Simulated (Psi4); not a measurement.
# One shape, several levels: AlH2O2 (SMILES [OH][Al][OH])

We compute a comparison of 4 runs (ROHF/6-31G, UPBE0/6-31+G*, UPBE0-1/3/6-311G**) of AlH2O2. 

The results are computed with Psi4 1.11.

1 further run of the same task is left out (set aside as unsound or not needed).

### 1 Starting point

AlH2O2: 5 atoms, total charge 0, spin state doublet. SMILES: `[OH][Al][OH]`. Geometry: relaxed at PBE0-D4/def2-TZVP. This is one conformer, not always the lowest.

Bond lengths: O1–Al2 1.696 Å, Al2–O3 1.703 Å, O1–H4 0.958 Å, O3–H5 0.956 Å. Angles: O1–Al2–O3 119.0°, Al2–O1–H4 122.5°, Al2–O3–H5 123.1°.

### 2 The energy at ROHF/6-31G (run 1)

Input file job.dat:

```
memory 1600 mb

molecule geom {
  0 2
  O
  Al 1 r2
  O 2 r3 1 a3
  H 1 r4 2 a4 3 d4
  H 3 r5 2 a5 1 d5

  r2 = 1.696016
  r3 = 1.703234
  a3 = 119.01288
  r4 = 0.957986
  a4 = 122.52183
  d4 = 0.10499
  r5 = 0.95625
  a5 = 123.0931
  d5 = 179.80596
}

set {
  reference     rohf
  scf_type      out_of_core
  diis_max_vecs 5
}

energy("hf/6-31G")
```

Command:

```bash
$ psi4 -i job.dat -o job.out -n 1
```

job.out:

```text
[...]
  Running in c1 symmetry.
[...]
  Nuclear repulsion =   93.602384744364500
[...]
  Multiplicity = 2
[...]
  Nalpha       = 16
  Nbeta        = 15
[...]
    Number of basis functions: 35
[...]
   @ROHF iter   1:  -392.59613050513246   -9.45151e-01   1.38939e-02 DIIS
[...]
   @ROHF iter   8:  -392.78947935529709   -1.97284e-08   6.70369e-07 DIIS
[...]
    Orbital Energies [Eh]
    ---------------------
    Doubly Occupied:
       1A    -58.514546     2A    -20.539217     3A    -20.533584
       4A     -4.938708     5A     -3.252485     6A     -3.251792
       7A     -3.251644     8A     -1.310821     9A     -1.298377
      10A     -0.686149    11A     -0.657039    12A     -0.518882
      13A     -0.503982    14A     -0.501702    15A     -0.478250
    Singly Occupied:
      16A     -0.143649
[...]
  @ROHF Final Energy:  -392.78947935529709
   => Energetics <=
    Nuclear Repulsion Energy =             93.6023847443644996
    One-Electron Energy =                -731.9787501927174844
    Two-Electron Energy =                 245.5868860930559094
    Total Energy =                       -392.7894793552970896
[...]
 Multipole Moments:
 ------------------------------------------------------------------------------------
     Multipole            Electronic (a.u.)      Nuclear  (a.u.)        Total (a.u.)
 ------------------------------------------------------------------------------------
 L = 1.  Multiply by 2.5417464519 to convert [e a0] to [Debye]
 Dipole X            :         -0.0004621            0.0011364            0.0006743
 Dipole Y            :          1.8882968           -1.8132413            0.0750555
 Dipole Z            :          1.0118915           -0.1831737            0.8287178
 Magnitude           :                                                    0.8321100
[...]
```

Run time: 2.5 s. Hardware: 1 thread of AMD EPYC 7R43 (Zen 3), shared host; peak memory 0.15 GiB.

### 3 A single-point energy at ROHF/6-31G (density fitting) (run 2)

Input file alh2o2.xyz:

```xyz
5
AlH2O2
O     -1.573500    -0.324600    -0.237500
Al     0.018500    -0.825100     0.065000
O      1.249400     0.348300     0.160000
H     -1.809700     0.595800    -0.359200
H      2.165100     0.131800     0.330400
```

Input file alh2o2.py:

```python
import psi4

psi4.set_memory(1600000000)
psi4.set_num_threads(1)
psi4.set_output_file('psi4.out', False)

with open('alh2o2.xyz') as f:
    atoms = ''.join(f.readlines()[2:])
geom = psi4.geometry('0 2\n' + atoms + '')

psi4.set_options({
    'basis': '6-31G',
    'reference': 'rohf',
    'scf_type': 'df',
})

e_tot, wfn = psi4.energy('hf', return_wfn=True)
print('E =', round(e_tot, 9))
for k, v in sorted(psi4.core.scalar_variables().items()):
    print(f'{k:45s} {v:18.10f}')
```

Command:

```bash
$ python alh2o2.py
```

psi4.out:

```text
[...]
  Running in c1 symmetry.
[...]
  Nuclear repulsion =   93.602370597255344
[...]
  Multiplicity = 2
[...]
  Nalpha       = 16
  Nbeta        = 15
[...]
    Number of basis functions: 35
[...]
   @DF-ROHF iter   1:  -392.59602733496280   -9.45151e-01   1.38945e-02 DIIS
[...]
   @DF-ROHF iter   8:  -392.78938598665496   -1.87912e-08   4.79493e-07 DIIS
[...]
    Orbital Energies [Eh]
    ---------------------
    Doubly Occupied:
       1A    -58.514553     2A    -20.539214     3A    -20.533578
       4A     -4.938717     5A     -3.252486     6A     -3.251796
       7A     -3.251647     8A     -1.310819     9A     -1.298375
      10A     -0.686141    11A     -0.657032    12A     -0.518876
      13A     -0.503976    14A     -0.501693    15A     -0.478242
    Singly Occupied:
      16A     -0.143646
[...]
  @DF-ROHF Final Energy:  -392.78938598665496
   => Energetics <=
    Nuclear Repulsion Energy =             93.6023705972553444
    One-Electron Energy =                -731.9786513054440320
    Two-Electron Energy =                 245.5868947215337244
    Total Energy =                       -392.7893859866549633
[...]
 Multipole Moments:
 ------------------------------------------------------------------------------------
     Multipole            Electronic (a.u.)      Nuclear  (a.u.)        Total (a.u.)
 ------------------------------------------------------------------------------------
 L = 1.  Multiply by 2.5417464519 to convert [e a0] to [Debye]
 Dipole X            :          0.3724590            0.3823639            0.7548229
 Dipole Y            :         -2.0952509            1.7793598           -0.3158911
 Dipole Z            :          0.2463743           -0.0952680            0.1511063
 Magnitude           :                                                    0.8320925
[...]
```

The script printed:

```text
E = -392.789385987
CURRENT ENERGY                                   -392.7893859867
CURRENT REFERENCE ENERGY                         -392.7893859867
DD SOLVATION ENERGY                                 0.0000000000
HF KINETIC ENERGY                                 392.8256674846
HF POTENTIAL ENERGY                              -785.6150534712
HF TOTAL ENERGY                                  -392.7893859867
HF VIRIAL RATIO                                     1.9999076397
NUCLEAR REPULSION ENERGY                           93.6023705973
ONE-ELECTRON ENERGY                              -731.9786513054
PCM POLARIZATION ENERGY                             0.0000000000
PE ENERGY                                           0.0000000000
SCF ITERATION ENERGY                             -392.7893859867
SCF ITERATIONS                                      8.0000000000
SCF TOTAL ENERGY                                 -392.7893859867
TWO-ELECTRON ENERGY                               245.5868947215
```

It took 2.2 s on 1 thread of AMD EPYC 7R43 (Zen 3), shared host; peak memory 0.15 GiB.

Run 3 isn't shown in full; the table further down has it.

### 4 Energy and one-electron properties at UPBE0-1/3/6-311G(d,p) (sfX2C, density fitting, C-PCM benzene) (run 4)

Input file calc.in:

```
memory 1.6 GB

molecule {
  0 2
  O     -2.97348406    -0.61340510    -0.44880995
  Al     0.03495993    -1.55921303     0.12283220
  O      2.36102382     0.65819161     0.30235618
  H     -3.41983737     1.12589883    -0.67878962
  H      4.09144603     0.24906590     0.62436551
  units bohr
  symmetry c1
}

set {
  reference uks
  scf_type disk_df
  e_convergence 1e-05
  level_shift 0.3
  maxiter 100
  relativistic x2c
  pcm true
}

pcm = {
  Units = Angstrom
  Medium {
    SolverType = CPCM
    Solvent = Benzene
  }
  Cavity {
    Type = GePol
    RadiiSet = UFF
    Scaling = False
    Area = 0.3
    Mode = Implicit
  }
}

result, w = energy("pbe0-13/6-311G**", return_wfn=True)
oeprop(w, "DIPOLE", "MULTIPOLE(3)", "MULLIKEN_CHARGES", title="PBE0-13")
print_variables()
```

Command:

```bash
$ psi4 -i calc.in -o calc.out -n 1
```

calc.out:

```text
[...]
  Running in c1 symmetry.
[...]
  Nuclear repulsion =   93.602370558138546
[...]
  Multiplicity = 2
[...]
  Nalpha       = 16
  Nbeta        = 15
[...]
    Number of basis functions: 74
[...]
    WARNING: The X2C and Dirac Hamiltonians have substatially different eigenvalues!
             This is probably caused by the recontraction of the basis set.
[...]
   @DF-UKS iter   1:  -394.06468647699569   -5.11488e-01   1.38989e-02 ADIIS/DIIS/SHIFT
[...]
   @DF-UKS iter   9:  -394.43497652458382   -2.17121e-08   3.88794e-07 DIIS
[...]
   @S^2 Observed:                7.516382949E-01
[...]
  @DF-UKS Final Energy:  -394.43497652458382
   => Energetics <=
    Nuclear Repulsion Energy =             93.6023705581385457
    One-Electron Energy =                -733.6104996156967673
    Two-Electron Energy =                 270.2878397713930099
    DFT Exchange-Correlation Energy =     -24.7074218660538385
    Empirical Dispersion Energy =           0.0000000000000000
    VV10 Nonlocal Energy =                  0.0000000000000000
    PCM Polarization Energy =              -0.0072653723647670
    Total Energy =                       -394.4349765245838171
[...]
 Multipole Moments:
 ------------------------------------------------------------------------------------
     Multipole            Electronic (a.u.)      Nuclear  (a.u.)        Total (a.u.)
 ------------------------------------------------------------------------------------
 L = 1.  Multiply by 2.5417464519 to convert [e a0] to [Debye]
 Dipole X            :          0.2538969            0.3823639            0.6362608
 Dipole Y            :         -1.8461340            1.7793598           -0.0667742
 Dipole Z            :          0.2049056           -0.0952680            0.1096376
 Magnitude           :                                                    0.6490816
[...]
  Mulliken Charges: (a.u.)
   Center  Symbol    Alpha    Beta     Spin     Total
       1     O     4.34305  4.33853  0.00452 -0.68158
       2    AL     6.58061  5.65760  0.92301  0.76179
       3     O     4.36860  4.30984  0.05876 -0.67844
       4     H     0.36451  0.34333  0.02119  0.29216
       5     H     0.34323  0.35070 -0.00748  0.30607
   Total alpha = 16.00000, Total beta = 15.00000, Total charge =  0.00000
  Variable Map:
  ----------------------------------------------------------------------------
  "CURRENT ENERGY"              =>    -394.434976524584
[...]
```

Wall time 17 s (1 thread of AMD EPYC 7R43 (Zen 3), shared host); peak memory 0.39 GiB.

Atomic charges (e):

```csv
atom,Mulliken
O1,-0.682
Al2,+0.762
O3,-0.678
H4,+0.292
H5,+0.306
```

### 5 The series

| run | level | integrals | integral approximation | energy (Eh) | dipole moment (D) | wall time |
| --- | --- | --- | --- | --- | --- | --- |
| 1 | ROHF/6-31G | out_of_core | none | -392.789479 | 2.12 | 2.5 s |
| 2 | ROHF/6-31G (density fitting) | df | program's default | -392.789386 | 2.11 | 2.2 s |
| 3 | UPBE0/6-31+G* (spherical functions) | pk | none | -393.849599 | 1.56 | 20 s |
| 4 | UPBE0-1/3/6-311G** (sfX2C, density fitting, C-PCM benzene) | disk_df | program's default | -394.434977 | 1.65 | 17 s |

### 6 What came out

```
                                 quantity          value
                      run 4: total energy  -394.43498 Eh
                     run 4: dipole moment         1.65 D
run 4: HOMO energy (highest over α and β)       -6.20 eV
 run 4: LUMO energy (lowest over α and β)       -1.99 eV
        run 4: solvent term in the energy   -19.1 kJ/mol
                              run 4: ⟨S²⟩          0.752
```

What this shows: The dipole moment (its size) runs from 1.56 D (UPBE0/6-31+G*) to 2.12 D (ROHF/6-31G). The two ends differ in method and basis. Totals of different functionals can't be ranked against each other. Some runs of one species differ in core potentials or relativity; totals across that change don't compare. All runs together took 41 s, the longest 20 s.
